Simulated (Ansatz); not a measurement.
hcp Ti was calculated with r²SCAN+rVV10 (Ansatz, a first-principles code, plane waves, PAW).

Numerical settings: plane-wave cutoff 600 eV, 24×24×12 k mesh (along the axes of the cell as run), Fermi–Dirac smearing 0.05 eV, no spin polarisation, scalar-relativistic PAW data made under PBE.

Starting structure:

```xyz
2
Lattice="2.9500 0.0000 0.0000 -1.4750 2.5548 0.0000 0.0000 0.0000 4.6800" Properties=species:S:1:pos:R:3 pbc="T T T"
Ti     1.4750     0.8516     3.5100
Ti     0.0000     1.7032     1.1700
```

Task: Into what structure does the relaxation of cell and atoms lead at this level, with the symmetry of the start kept?

Result: The volume drops by 2.6 %; final space group P6_3/mmc.
```xyz
2
Lattice="2.9279 0.0000 0.0000 -1.4639 2.5356 0.0000 0.0000 0.0000 4.6257" Properties=species:S:1:pos:R:3 pbc="T T T"
Ti     1.4639     0.8452     3.4693
Ti     0.0000     1.6904     1.1564
```
